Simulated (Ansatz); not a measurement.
**BFH₂S: a ladder of functionals and wavefunction methods**

An exercise on one series of results from a longer session: the logs are not shown, and one member is left open.

Method: functionals in def2-TZVPP, the program's frozen cores in correlated methods; program: Ansatz 0.2.0, Gaussian basis.

Plan: LDA (SPW92), PBE-D4, revPBE-D4, BLYP-D4, r2SCAN-D4, B97M-V, PBE0-D4, B3LYP-D4, r2SCANh-D4, r2SCAN0-D4, HSE06-D4, BHLYP-D4, CAM-B3LYP-D4, LC-ωPBE, ωB97X-V, ωB97M-V, B2PLYP, PBE-QIDH; CCSD(T)/def2-SVP; CCSD(T)/def2-TZVPP; CCSD(T)/def2-QZVPP; extrapolation to the limit; RPA on PBE.

### The geometry

An earlier PBE0-D4 in a triple-zeta def2 set relaxation fixed the geometry.

SMILES `FBS`, 5 atoms, charge 0, spin multiplicity 1.

Atoms are counted from 1 here; the program's logs count them from 0.

Bond lengths: F1–B2 1.322 Å, B2–S3 1.794 Å, B2–H4 1.194 Å, S3–H5 1.342 Å. Angles: F1–B2–S3 117.9°, F1–B2–H4 119.5°, S3–B2–H4 122.6°, B2–S3–H5 94.9°.

The first run:

in.yaml

```yaml
crystal:
  periodic: [false, false, false]
  atoms:
    - {symbol: F, position_ang: [-1.119107, -0.905887, -1.069200]}
    - {symbol: B, position_ang: [-0.412799, -0.339131, -0.106107]}
    - {symbol: S, position_ang: [0.972370, 0.698626, -0.579391]}
    - {symbol: H, position_ang: [-0.712014, -0.530924, 1.033689]}
    - {symbol: H, position_ang: [1.321449, 1.003717, 0.679609]}
basis:
  gaussian: {orbitals: def2-TZVPP}
hamiltonian: {xc: lda}
output: {orbitals: {seedname: orbitals}}
```

Among the steps run: LDA; PBE-D4 (GGA); revPBE-D4 (GGA); BLYP-D4 (GGA); r2SCAN-D4 (meta-GGA); B97M-V (meta-GGA); PBE0-D4 (hybrid); B3LYP-D4 (hybrid); r2SCANh-D4 (hybrid); r2SCAN0-D4 (hybrid); HSE06-D4 (hybrid); BHLYP-D4 (hybrid); CAM-B3LYP-D4 (range-separated); LC-ωPBE-D4 (range-separated; the results give it without D4); ωB97X-V (range-separated); ωB97M-V (range-separated); B2PLYP (double hybrid); PBE-QIDH (double hybrid).

One table of the session follows, with a row left open; its other results are not shown here.

It belongs to the step «Frontier levels by functional». 

| functional | HOMO (eV) | gap (eV) |
| --- | --- | --- |
| LDA (SPW92) | -7.29 | 5.37 |
| PBE-D4 | -7.14 | 5.48 |
| revPBE-D4 | -7.08 | 5.53 |
| BLYP-D4 | -6.96 | 5.45 |
| r2SCAN-D4 | -7.42 | 6.11 |
| B97M-V | -7.48 | 6.16 |
| PBE0-D4 | -8.36 | 7.67 |
| B3LYP-D4 | -8.10 | 7.19 |
| r2SCANh-D4 | -7.87 | 6.89 |
| r2SCAN0-D4 | -8.54 | 8.07 |
| HSE06-D4 | -7.95 | 6.88 |
| BHLYP-D4 | -9.41 | 9.75 |
| CAM-B3LYP-D4 | -9.67 | 10.09 |
| LC-ωPBE | -11.09 | 12.70 |
| ωB97X-V | ? | ? |
| ωB97M-V | -10.54 | 11.86 |

Estimate the missing values for ωB97X-V.

The run gave: HOMO (eV): -10.70; gap (eV): 12.24. In the column «HOMO (eV)» it lies between LC-ωPBE (-11.09) and ωB97M-V (-10.54).
